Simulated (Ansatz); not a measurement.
HOP: how the atomization moves with the basis

HOP, triplet; coordinates (Å): O 0.000 -0.102 1.042; P 0.000 0.029 -0.587; H 0.000 0.737 1.515. Quantity: atomization.

Ansatz 0.2.0, basis cc-pVDZ or cc-pVTZ; geometries are PBE0/def2-TZVP minima. Wave-function levels freeze the cores; HF, MP2 and coupled cluster are restricted for singlets and unrestricted otherwise, atoms included (their steps beyond CCSDT(Q) come from restricted open-shell runs), Kohn–Sham unrestricted where that lies lower. The reference is CCSDT(Q) or CCSDTQ (coupled cluster only where its series has nearly closed). Semilocal and hybrid functionals correlate all electrons outside any core potential and usually lie nearer their basis limit than the reference, so part of their error here is the reference's basis and frozen-core error; RPA and the MP2 part of double hybrids freeze the same cores as the reference. None of these values is a measured one. Energies are electronic, without zero-point terms. No spin–orbit coupling and no scalar relativity. The species are chosen: bound, without strong static correlation by their natural occupations or amplitudes, in their lowest spin state as far as vertical gaps and like structures tell, and with a ladder that closes on the reference, so errors are smaller than for species at large; levels whose determinant breaks symmetry or spin markedly are left out.

```json
{"level": "reference", "cc-pVDZ (kJ/mol)": "673.0 (CCSDTQ)", "cc-pVTZ (kJ/mol)": "769.9 (CCSDT(Q))"}
{"level": "HF", "cc-pVDZ (kJ/mol)": "428.8", "cc-pVTZ (kJ/mol)": "483.5"}
{"level": "CCSD", "cc-pVDZ (kJ/mol)": "658.3", "cc-pVTZ (kJ/mol)": "750.0"}
{"level": "CCSD(T)", "cc-pVDZ (kJ/mol)": "671.1", "cc-pVTZ (kJ/mol)": "769.3"}
{"level": "PBE", "cc-pVDZ (kJ/mol)": "807.4", "cc-pVTZ (kJ/mol)": "848.3"}
{"level": "r2SCAN", "cc-pVDZ (kJ/mol)": "775.7", "cc-pVTZ (kJ/mol)": "820.9"}
{"level": "wB97M-V", "cc-pVDZ (kJ/mol)": "786.9", "cc-pVTZ (kJ/mol)": "822.5"}
{"level": "B2PLYP", "cc-pVDZ (kJ/mol)": "742.5", "cc-pVTZ (kJ/mol)": "805.6"}
```

From cc-pVDZ to cc-pVTZ the reference moves by 96.9 kJ/mol and PBE by 40.9; the step from CCSD(T) to the reference is 1.9 in the first and 0.6 in the last.
